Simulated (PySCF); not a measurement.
Gas-phase reaction: 3 SiHCl + Cl ⇌ SiCl + H3SiSiCl3

Energies from PySCF, thermal terms from the rigid-rotor harmonic-oscillator model, ideal gas at 1 bar. † marks an energy on the PBE0/def2-TZVP geometry and frequencies; other levels use their own. MP2 freezes the core. 6-31G* has spherical d functions here. Open shells (unrestricted): Cl (multiplicity 2, electronic degeneracy 6), SiCl (multiplicity 2, electronic degeneracy 4); the rest are closed-shell singlets. Spin-orbit splitting is ignored; it lowers the true energy and changes the entropy of Cl, SiCl. B3LYP is the form with VWN-RPA correlation. SiHCl, H3SiSiCl3: computed as isolated molecules; such fragments, hydroxides, amides, oligomers or adducts are transient or little studied in the gas. MP2 isn't extrapolated to the basis-set limit; its ΔH°(298 K) is -600.8 kJ in def2-SVP and -632.7 kJ in def2-TZVPP. The harmonic model lacks anharmonicity and excited electronic states, which grow with temperature; levels with a mode under 35 cm⁻¹ are left out. Internal rotation in H3SiSiCl3 is treated as a harmonic vibration of one conformer, which makes the entropy rough.

```tsv
level	ΔE electronic, kJ	ΔH°(298 K), kJ	ΔS°(298 K), J/K	ΔG°(800 K), kJ
B3LYP/6-31G*	-565	-546	-309	-302
B3LYP/def2-TZVP†	-573	-555	-307	-313
HF/6-31G*	-524	-505	-314	-257
MP2/def2-SVP†	-619	-601	-307	-359
MP2/def2-TZVPP†	-651	-633	-307	-391
PBE/def2-SVP	-621	-602	-306	-361
LDA/def2-TZVP†	-703	-685	-307	-443
```
ΔH° is lowest at LDA/def2-TZVP† and highest at HF/6-31G*. No reference value is set beside these.
